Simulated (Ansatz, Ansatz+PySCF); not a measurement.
```xyz
14

C     0.0000   -0.4221   -1.9088
C     0.0000    0.4150   -0.6391
C     0.0000   -0.4150    0.6391
C     0.0000    0.4221    1.9088
H     0.0000    0.2073   -2.8119
H     0.8875   -1.0738   -1.9587
H    -0.8875   -1.0738   -1.9587
H    -0.8798    1.0835   -0.6354
H     0.8798    1.0835   -0.6354
H     0.8798   -1.0835    0.6354
H    -0.8798   -1.0835    0.6354
H     0.0000   -0.2073    2.8119
H     0.8875    1.0738    1.9587
H    -0.8875    1.0738    1.9587
```

RHF-MP2 on singlet C4H10 was run in several spherical basis sets with Ansatz (development build ahead of 0.2.0). Frozen core: 4 orbitals.

Rank the basis sets by the total energy that they give, lowest first, with the distance from the lowest.
A. cc-pVDZ
B. def2-SVP
C. 6-31G(d)
D. def2-TZVP

D (0.00 eV), A (3.97 eV), C (6.11 eV), B (7.28 eV).

Totals follow the description of the cores as much as that of the bonds, so this order isn't one of quality for chemistry.
